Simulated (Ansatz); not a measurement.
All values below come from frozen-core CCSD(T)/cc-pVTZ // PBE0-D4/def2-TZVP in Ansatz (a program for electronic structure).

Ansatz 0.2 input:
```yaml
crystal:
  periodic: [false, false, false]
  atoms:
    - { symbol: C, position_ang: [0.860126, 0.007976, 0.039352] }
    - { symbol: C, position_ang: [-0.614635, -0.002602, -0.068939] }
    - { symbol: H, position_ang: [1.420866, -0.916636, 0.093084] }
    - { symbol: H, position_ang: [1.400651, 0.932063, 0.201456] }
    - { symbol: H, position_ang: [-0.99633, 0.916146, -0.521641] }
    - { symbol: H, position_ang: [-0.97337, -0.849296, -0.66051] }
    - { symbol: H, position_ang: [-1.097308, -0.087651, 0.917198] }
basis:
  gaussian: { orbitals: cc-pVTZ }
correlation:
  method: ccsd_t
magnetization:
  spin_polarized: true
  initial_magnetization: 1
```

Output:

```
Functional definition: HF
718 factors; integrals over basis functions are off by at most 1.2e-3 eV
mean field evaluation 1: about -2137.7527 eV, gradient 1.7e1 eV
mean field evaluation 2: about -2137.7520 eV, gradient 1.7e1 eV
mean field evaluation 4: about -2139.5233 eV, gradient 2.0e0 eV
mean field evaluation 8: about -2139.5698 eV, gradient 1.2e-3 eV
mean field evaluation 16: about -2139.5714 eV, gradient 2.3e-1 eV
mean field -2139.56978737 eV, -78.6277394333 hartree, gradient 2.6e-6 eV, S^2 0.763355; 0 other end points of the search recorded, 0 dependent functions left out
2 core orbitals not correlated
reference -2139.56978737 eV, -78.6277394333 hartree; 7, 6 occupied and 121, 122 virtual orbitals, 718 factors
second order -8.99987466 eV of doubles, -0.00000000 eV of singles
cycle   1  -9.58986217 eV  change   -5.9e-1 eV  update   5.7e-2
cycle   2  -9.83543642 eV  change   -2.5e-1 eV  update   1.8e-2
cycle   3  -9.86788332 eV  change   -3.2e-2 eV  update   7.5e-3
cycle   4  -9.86702276 eV  change    8.6e-4 eV  update   2.8e-3
cycle   5  -9.86743071 eV  change   -4.1e-4 eV  update   1.0e-3
cycle   6  -9.86741705 eV  change    1.4e-5 eV  update   3.0e-4
cycle   7  -9.86745250 eV  change   -3.5e-5 eV  update   1.1e-4
cycle   8  -9.86745335 eV  change   -8.5e-7 eV  update   3.5e-5
cycle   9  -9.86744532 eV  change    8.0e-6 eV  update   1.2e-5
perturbative correction -0.32744133 eV, -0.0120332471 hartree
Total energy: -2149.76467403 eV, -79.0023946076 hartree
```

Cost: around 50 core-seconds (rough).
